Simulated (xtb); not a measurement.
NO, doublet, geometry from GFN2-xTB; GFN2-xTB run with xtb.

The xtb input:
```
$ xtb mol.xyz --gfn 2 --chrg 0 --uhf 1 --json

# file mol.xyz
2

N     -0.00000000    -0.00000000    -0.61623737
O      0.00000000     0.00000000     0.53920770
```

The log (banner, timings and long lists left out):

```
   ID    Z sym.   atoms
    1    7 N      1
    2    8 O      2

           -------------------------------------------------
          |                Calculation Setup                |
           -------------------------------------------------

           -------------------------------------------------
          |                 G F N 2 - x T B                 |
           -------------------------------------------------

          ...................................................
          :                      SETUP                      :
          :.................................................:
          :  # basis functions                   8          :
          :  # atomic orbitals                   8          :
          :  # shells                            4          :
          :  # electrons                        11          :
          :  max. iterations                   250          :
          :  Hamiltonian                  GFN2-xTB          :
          :  restarted?                      false          :
          :  GBSA solvation                  false          :
          :  PC potential                    false          :
          :  electronic temp.          300.0000000     K    :
          :  accuracy                    1.0000000          :
          :  -> integral cutoff          0.2500000E+02      :
          :  -> integral neglect         0.1000000E-07      :
          :  -> SCF convergence          0.1000000E-05 Eh   :
          :  -> wf. convergence          0.1000000E-03 e    :
          :  Broyden damping             0.4000000          :
          :  net charge                          0          :
          :  unpaired electrons                  1          :
          ...................................................

 iter      E             dE          RMSdq      gap      omega  full diag
   1     -6.8382282 -0.683823E+01  0.756E+00    0.00       0.0  T
   2     -6.8556172 -0.173890E-01  0.303E+00    0.00       1.0  T
   3     -6.8570989 -0.148168E-02  0.200E+00    0.00       1.0  T
   4     -6.8576985 -0.599582E-03  0.127E-01    0.00       1.0  T
   5     -6.8576897  0.884203E-05  0.113E-01    0.00       1.0  T
   6     -6.8577005 -0.108292E-04  0.105E-02    0.00       6.8  T
   7     -6.8577005 -0.548861E-07  0.133E-03    0.00      53.2  T
   8     -6.8577005 -0.116583E-08  0.314E-05    0.00    2248.7  T
   9     -6.8577005 -0.802025E-12  0.120E-06    0.00   59007.3  T

   *** convergence criteria satisfied after 9 iterations ***

         :::::::::::::::::::::::::::::::::::::::::::::::::::::
         ::                     SUMMARY                     ::
         :::::::::::::::::::::::::::::::::::::::::::::::::::::
         :: total energy              -6.828340996138 Eh    ::
         :: gradient norm              0.000000034198 Eh/a0 ::
         :: HOMO-LUMO gap              0.000000000015 eV    ::
         ::.................................................::
         :: SCC energy                -6.857700543061 Eh    ::
         :: -> isotropic ES            0.001243999895 Eh    ::
         :: -> anisotropic ES          0.001485684267 Eh    ::
         :: -> anisotropic XC          0.007410582562 Eh    ::
         :: -> dispersion             -0.000224192818 Eh    ::
         :: repulsion energy           0.029359546924 Eh    ::
         :: add. restraining           0.000000000000 Eh    ::
         :: total charge               0.000000000000 e     ::
         :::::::::::::::::::::::::::::::::::::::::::::::::::::

           -------------------------------------------------
          |                Property Printout                |
           -------------------------------------------------

    * Orbital Energies and Occupations

         #    Occupation            Energy/Eh            Energy/eV
      -------------------------------------------------------------
         1        2.0000           -0.8002669             -21.7764
         2        2.0000           -0.6713005             -18.2670
         3        2.0000           -0.6261607             -17.0387
         4        2.0000           -0.6261607             -17.0387
         5        2.0000           -0.5100484             -13.8791
         6        0.5000           -0.3558520              -9.6832 (HOMO)
         7        0.5000           -0.3558520              -9.6832 (LUMO)
         8                          0.4196291              11.4187
      -------------------------------------------------------------
                  HL-Gap            0.0000000 Eh            0.0000 eV
             Fermi-level           -0.3944011 Eh          -10.7322 eV

     #   Z          covCN         q      C6AA      α(0)
     1   7 N        0.923     0.063    20.085     6.476
     2   8 O        0.923    -0.063    15.964     5.358

 Mol. C6AA /au·bohr⁶  :         71.758827
 Mol. C8AA /au·bohr⁸  :       1518.721999
 Mol. α(0) /au        :         11.833990

Wiberg/Mayer (AO) data.
largest (>0.10) Wiberg bond orders for each atom

 ---------------------------------------------------------------------------
     #   Z sym  total        # sym  WBO       # sym  WBO       # sym  WBO
 ---------------------------------------------------------------------------
     1   7 N    2.133 --     2 O    2.133
     2   8 O    2.133 --     1 N    2.133
 ---------------------------------------------------------------------------

Topologies differ in total number of bonds
Writing topology from bond orders to xtbtopo.mol

molecular dipole:
                 x           y           z       tot (Debye)
 q only:        0.000       0.000      -0.138
   full:        0.000      -0.000       0.067       0.170
molecular quadrupole (traceless):
                xx          xy          yy          xz          yz          zz
 q only:       -0.010       0.000      -0.010       0.000       0.000       0.020
  q+dip:        0.490       0.000       0.490       0.000       0.000      -0.981
   full:        0.798       0.000       0.798       0.000       0.000      -1.596

           -------------------------------------------------
          | TOTAL ENERGY               -6.828340996138 Eh   |
          | GRADIENT NORM               0.000000034198 Eh/α |
          | HOMO-LUMO GAP               0.000000000015 eV   |
           -------------------------------------------------

normal termination of xtb
```
